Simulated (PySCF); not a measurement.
**Level sweep**

Compound: N-methylmethanimine, C₂H₅N.
SMILES: `C=NC`

PySCF, dipoles from the SCF density, polarisabilities from static response with core orbitals frozen. Isolated species at its PBE0-D3(BJ)/def2-SVP geometry, gas phase.

Reference dipole: 1.530 D (measured, gas; NIST CCCBDB Release 22 (SRD 101), experimental dipoles). The anisotropy is √(½[(α1 − α2)² + (α2 − α3)² + (α3 − α1)²]).

| level | μ (D) | error (%) | α (Å³) | anisotropy (Å³) |
| --- | --- | --- | --- | --- |
| LDA/def2-SVPD | 1.440 | -5.9 | 5.54 | 2.67 |
| PBE/def2-SVPD | 1.383 | -9.6 | 5.45 | 2.67 |
| B3LYP/def2-SVPD | 1.486 | -2.9 | 5.31 | 2.59 |
| PBE0/def2-SVPD | 1.496 | -2.2 | 5.24 | 2.57 |
| BHandHLYP/def2-SVPD | 1.596 | +4.3 | 5.12 | 2.53 |
| CAM-B3LYP/def2-SVPD | 1.563 | +2.2 | 5.22 | 2.51 |
| wB97X-D/def2-SVPD | 1.566 | +2.3 | 5.21 | 2.47 |
| LC-wPBE/def2-SVPD | 1.611 | +5.3 | 5.06 | 2.41 |
| HF/def2-SVPD | 1.724 | +12.7 | 4.99 | 2.54 |

For the dipole, the smallest error is 2.2% (CAM-B3LYP/def2-SVPD and PBE0/def2-SVPD) and the largest 12.7% (HF/def2-SVPD). The dipole runs from 1.38 D (PBE/def2-SVPD) to 1.72 D (HF/def2-SVPD). In one basis (def2-SVPD) the functionals order the polarisability from HF (lowest) to LDA (highest), a spread of 11%. Measured values can belong to vibrating molecules and may average over conformers; the computed ones are for one fixed geometry.
